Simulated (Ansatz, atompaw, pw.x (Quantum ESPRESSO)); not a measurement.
# Eu (Z = 63): does the PAW (atompaw) potential hold in the solid?

- Element: Eu
- Generator: atompaw 4.2.0.5
- Type: PAW
- Functional: PBEsol
- Relativity: scalar-relativistic
- Frozen core: [Kr] 4d10
- Valence charge: 17
- Reference configuration: 4f7 5s2 5p6 5d0 6s2 6p0
- Partial waves: 5s (bound); 6s (bound); 5p (bound); 6p (bound, empty); 5d (bound, empty); 5d channel at 2.8 Ry; 4f (bound); 4f channel at 0.25 Ry
- Local potential: troulliermartins scheme with l = 4 at 0.5 Ry, radius 2.20 bohr
- Core correction: smooth core density matched at 2.55 bohr
- Augmentation charge: sinc compensation charge, radius 2.25 bohr; PAW radius 3.00 bohr; waves and projectors: bloechl

Atomic tests: cutoffs needed: 40 Ry and 50 Ry (the cutoffs (Ry, on a coarse ladder) from which the occupation-weighted sum of valence levels, in a spherical-Bessel basis at the reference potential, stays within 10 and 1 mRy of its value at 400 Ry); ghost test: no extra level below or beside the all-electron valence levels (s, p, d, f tested) (spherical-Bessel basis up to 400 Ry, 20 bohr box); lowest eigenvalue of the overlap operator: 0.26 (s channel).

Crystal test: bcc Eu in pw.x 7.5, no spin, 13³ k-points, Fermi–Dirac smearing 0.01 Ry, cutoffs 60/600 Ry. The reference is all-electron LAPW (Ansatz 0.2.0) with the same functional, mesh and smearing; V0 and B0 come from Birch–Murnaghan fits to the pressures at five volumes. Errors are pseudo minus all-electron; Δ is the rms difference of the E(V) curves that follow from these fits, minima aligned, over ±6 % about the mean V0. Mesh and smearing are coarse, so the numbers serve the comparison and aren't converged zero-temperature values; the lattice is a test structure that the element need not adopt. Spin polarisation and strong correlation are left out, which matters for this element.

All-electron: a0 = 3.692 Å (V0 = 25.17 Å³/atom), B0 = 13.1 GPa.

How far does the potential miss the all-electron equation of state?

mean pressure error (GPa): +1.04. The pressure does not cross zero within the volumes sampled, so no fit is given. This is a poor potential for the solid. The logarithmic derivative shows an extra or strongly shifted pseudo pole above the reference energy (s near 1.63 Ry).

```csv
V (Å³/atom),P all-electron (GPa),P pseudo (GPa)
23.997,0.61,1.68
24.628,0.28,1.36
25.260,-0.05,1.01
25.892,-0.38,0.61
26.523,-0.70,0.30
```

At the middle volume, how do free energy and pressure move when the wave cutoff is lowered (ecutrho held at 600 Ry)?

```
cutoff (Ry)  shift of F (meV/atom)  shift of P (GPa)
         27                +1311.3            -30.48
         36                 +231.7             -7.36
         48                  +14.9             -0.72
```

Input at the middle volume:

```
&control
  calculation='scf', prefix='x', pseudo_dir='./', outdir='./tmp', tstress=.true., disk_io='none'
/
&system
  ibrav=0, nat=1, ntyp=1, ecutwfc=60, ecutrho=600, nbnd=17,
  occupations='smearing', smearing='fd', degauss=0.01
/
&electrons
  conv_thr=1e-09, mixing_beta=0.4, electron_maxstep=70
/
ATOMIC_SPECIES
Eu 1.0 Eu.UPF
CELL_PARAMETERS angstrom
  -1.84837939 1.84837939 1.84837939
  1.84837939 -1.84837939 1.84837939
  1.84837939 1.84837939 -1.84837939
ATOMIC_POSITIONS crystal
Eu 0.0000 0.0000 0.0000
K_POINTS automatic
13 13 13 0 0 0
```

```bash
pw.x < Eu.scf.in > Eu.scf.out
```

Lines of the output:

```
Message from routine setup:
     using ibrav=0 with symmetry is DISCOURAGED, use correct ibrav instead
     lattice parameter (alat)  =       6.0499  a.u.
     unit-cell volume          =     170.4629 (a.u.)^3
     number of electrons       =        17.00
     number of Kohn-Sham states=           17
     kinetic-energy cutoff     =      60.0000  Ry
     charge density cutoff     =     600.0000  Ry
     scf convergence threshold =      1.0E-09
     Exchange-correlation= SLA PW PSX PSC
     number of k points=    84  Fermi-Dirac smearing, width (Ry)=  0.0100
     iteration #  1     ecut=    60.00 Ry     beta= 0.40
     total energy              =    -629.67514074 Ry
     estimated scf accuracy    <       5.02426174 Ry
     iteration #  2     ecut=    60.00 Ry     beta= 0.40
     total energy              =    -635.65456821 Ry
     estimated scf accuracy    <       9.28488001 Ry
     iteration #  3     ecut=    60.00 Ry     beta= 0.40
     total energy              =    -634.86649774 Ry
     estimated scf accuracy    <       3.67095910 Ry
     iteration #  4     ecut=    60.00 Ry     beta= 0.40
     total energy              =    -634.72333638 Ry
     estimated scf accuracy    <       1.58436700 Ry
     iteration #  5     ecut=    60.00 Ry     beta= 0.40
     total energy              =    -634.78342061 Ry
     estimated scf accuracy    <       0.22519786 Ry
     iteration #  6     ecut=    60.00 Ry     beta= 0.40
     total energy              =    -634.86700177 Ry
     estimated scf accuracy    <       0.13235563 Ry
     iteration #  7     ecut=    60.00 Ry     beta= 0.40
     total energy              =    -634.68197753 Ry
     estimated scf accuracy    <       1.52312869 Ry
     iteration #  8     ecut=    60.00 Ry     beta= 0.40
     total energy              =    -634.78520666 Ry
     estimated scf accuracy    <       0.07371708 Ry
     [... 10 iterations left out ...]
     iteration # 19     ecut=    60.00 Ry     beta= 0.40
     total energy              =    -634.77291881 Ry
     estimated scf accuracy    <       0.00003559 Ry
     iteration # 20     ecut=    60.00 Ry     beta= 0.40
     total energy              =    -634.77291335 Ry
     estimated scf accuracy    <       0.00002643 Ry
     iteration # 21     ecut=    60.00 Ry     beta= 0.40
     total energy              =    -634.77291662 Ry
     estimated scf accuracy    <       0.00000041 Ry
     iteration # 22     ecut=    60.00 Ry     beta= 0.40
     total energy              =    -634.77291655 Ry
     estimated scf accuracy    <       0.00000013 Ry
     iteration # 23     ecut=    60.00 Ry     beta= 0.40
     total energy              =    -634.77291652 Ry
     estimated scf accuracy    <       0.00000099 Ry
     iteration # 24     ecut=    60.00 Ry     beta= 0.40
     total energy              =    -634.77291666 Ry
     estimated scf accuracy    <       0.00000002 Ry
     iteration # 25     ecut=    60.00 Ry     beta= 0.40
     total energy              =    -634.77291666 Ry
     estimated scf accuracy    <          2.6E-09 Ry
     iteration # 26     ecut=    60.00 Ry     beta= 0.40
     the Fermi energy is    15.3994 ev
!    total energy              =    -634.77291666 Ry
     estimated scf accuracy    <          5.5E-10 Ry
     smearing contrib. (-TS)   =      -0.07378721 Ry
     convergence has been achieved in  26 iterations
          total   stress  (Ry/bohr**3)                   (kbar)     P=       10.05
     Message from routine punch:
     Nothing written, as per user request (disk_io='none')
```

The run at the middle volume (84 k-points, 26 iterations) took about 98 s on one core of a shared host (Intel(R) Xeon(R) Platinum 8559C, 192 threads, 1488 GiB, load 35).
